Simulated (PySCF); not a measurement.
PySCF input (M06-2X/6-311+G**):

```python
from pyscf import gto, dft

mol = gto.M(
    atom='''
    N    -0.00000000   -0.00000000   -1.20500663
    N    -0.00000000   -0.00000000   -0.06983899
    O     0.00000000    0.00000000    1.11548992
    ''',
    basis='6-311+g**',
    charge=1,
    spin=1,
    symmetry='C2v',
    verbose=4,
)

mf = dft.UKS(mol, xc='m062x')
mf.grids.level = 4
mf.conv_tol = 1e-9
mf.max_cycle = 100
mf.max_memory = 1500
mf.kernel()
if not mf.converged:
    mf = mf.newton()
    mf.kernel(mf.make_rdm1())
mf.dip_moment()
```

From the last part of the output:

```
alpha HOMO (B1) = -0.789638127493488  LUMO (B2) = -0.339533908989898
beta  HOMO (B1) = -0.767886096005079  LUMO (B2) = -0.551823589632086
  HOMO = -0.767886096005  LUMO = -0.551823589632  gap/eV = 5.87936
cycle= 5 E= -184.160711304071  delta_E= -0.00461  |g|= 0.0408  |ddm|= 0.08
alpha HOMO (B1) = -0.792631503237198  LUMO (B2) = -0.337401062516633
beta  HOMO (B1) = -0.768342536014904  LUMO (B2) = -0.547898725654928
  HOMO = -0.768342536015  LUMO = -0.547898725655  gap/eV = 5.99858
cycle= 6 E= -184.161899371202  delta_E= -0.00119  |g|= 0.0115  |ddm|= 0.0373
alpha HOMO (B1) = -0.794526164296607  LUMO (B2) = -0.334831724971333
beta  HOMO (B1) = -0.767775349857753  LUMO (B2) = -0.54366471719061
  HOMO = -0.767775349858  LUMO = -0.543664717191  gap/eV = 6.09836
cycle= 7 E= -184.162274803449  delta_E= -0.000375  |g|= 0.00294  |ddm|= 0.0276
alpha HOMO (B1) = -0.795025669500209  LUMO (B2) = -0.334546909715413
beta  HOMO (B1) = -0.767770944224891  LUMO (B2) = -0.543254572494077
  HOMO = -0.767770944225  LUMO = -0.543254572494  gap/eV = 6.10940
cycle= 8 E= -184.16230135429  delta_E= -2.66e-05  |g|= 0.000965  |ddm|= 0.00787
alpha HOMO (B1) = -0.794951351650382  LUMO (B2) = -0.334305938315816
beta  HOMO (B1) = -0.767725143009732  LUMO (B2) = -0.543213586359685
  HOMO = -0.76772514301  LUMO = -0.54321358636  gap/eV = 6.10927
cycle= 9 E= -184.162303412185  delta_E= -2.06e-06  |g|= 0.000332  |ddm|= 0.00184
alpha HOMO (B1) = -0.794960201346869  LUMO (B2) = -0.334301388091041
beta  HOMO (B1) = -0.767779883256897  LUMO (B2) = -0.543269758878871
  HOMO = -0.767779883257  LUMO = -0.543269758879  gap/eV = 6.10923
cycle= 10 E= -184.162303792584  delta_E= -3.8e-07  |g|= 0.00013  |ddm|= 0.000904
alpha HOMO (B1) = -0.794939165227406  LUMO (B2) = -0.334285092626843
beta  HOMO (B1) = -0.767781631057584  LUMO (B2) = -0.543261836256072
  HOMO = -0.767781631058  LUMO = -0.543261836256  gap/eV = 6.10949
cycle= 11 E= -184.162303834948  delta_E= -4.24e-08  |g|= 4.39e-05  |ddm|= 0.000344
alpha HOMO (B1) = -0.794938098182437  LUMO (B2) = -0.33428332020791
beta  HOMO (B1) = -0.767787337293064  LUMO (B2) = -0.543263643072951
  HOMO = -0.767787337293  LUMO = -0.543263643073  gap/eV = 6.10960
cycle= 12 E= -184.16230384193  delta_E= -6.98e-09  |g|= 2.22e-05  |ddm|= 0.000122
alpha HOMO (B1) = -0.794937459384131  LUMO (B2) = -0.334285384385711
beta  HOMO (B1) = -0.767786441366922  LUMO (B2) = -0.543264567358223
  HOMO = -0.767786441367  LUMO = -0.543264567358  gap/eV = 6.10955
cycle= 13 E= -184.162303844036  delta_E= -2.11e-09  |g|= 1.03e-05  |ddm|= 7.43e-05
alpha HOMO (B1) = -0.794938285743284  LUMO (B2) = -0.334283750712674
beta  HOMO (B1) = -0.767784524116037  LUMO (B2) = -0.543264780112955
  HOMO = -0.767784524116  LUMO = -0.543264780113  gap/eV = 6.10949
cycle= 14 E= -184.162303844474  delta_E= -4.38e-10  |g|= 4.67e-06  |ddm|= 4.16e-05
alpha HOMO (B1) = -0.79493851268947  LUMO (B2) = -0.3342844009124
beta  HOMO (B1) = -0.767783891297261  LUMO (B2) = -0.543264528467027
  HOMO = -0.767783891297  LUMO = -0.543264528467  gap/eV = 6.10948
Extra cycle  E= -184.162303844485  delta_E= -1.04e-11  |g|= 5.93e-06  |ddm|= 6.51e-06
converged SCF energy = -184.162303844485  <S^2> = 0.7749972  2S+1 = 2.0248429

WARN: System has nonzero charge 1; the dipole moment is origin-dependent.
Location of origin: [0. 0. 0.]

Dipole moment(X, Y, Z, Debye):  0.00000,  0.00000, -0.34524
```

The dipole moment of an ion depends on the origin.
